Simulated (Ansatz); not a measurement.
ZnSiAs₂, treated with PBEsol in Ansatz (PAW).

Run with plane-wave cutoff 520 eV, 10×10×10 k mesh, Fermi–Dirac smearing 0.01 eV, scalar-relativistic PAW data made under PBE.

Starting structure:

```xyz
8
Lattice="-2.8035 2.8035 5.4693 2.8035 -2.8035 5.4693 2.8035 2.8035 -5.4693" Properties=species:S:1:pos:R:3 pbc="T T T"
Zn     0.0000     0.0000     0.0000
Zn     0.0000     2.8035     2.7347
Si     0.0000     0.0000     5.4693
Si     2.8035     0.0000     2.7347
As     1.3300     1.4017     6.8367
As     1.4017    -1.3300     4.1020
As     1.4735     1.4017     1.3673
As     1.4017     4.1335    -1.3673
```

**Question.** Into what structure does the relaxation of cell and atoms lead at this level, with the symmetry of the start kept?

**Answer.** The volume falls by 1.0 %; final space group I-42d.
```xyz
8
Lattice="-2.7932 2.7932 5.4570 2.7932 -2.7932 5.4570 2.7932 2.7932 -5.4570" Properties=species:S:1:pos:R:3 pbc="T T T"
Zn     0.0000     0.0000     0.0000
Zn     0.0000     2.7932     2.7285
Si     0.0000     0.0000     5.4570
Si     2.7932     0.0000     2.7285
As     1.3373     1.3966     6.8213
As     1.3966    -1.3373     4.0928
As     1.4559     1.3966     1.3643
As     1.3966     4.1305    -1.3643
```

Note: the relaxation could not lower the start's symmetry, so the cell can be a saddle point above a distorted one.

Ansatz is a program for electronic structure.
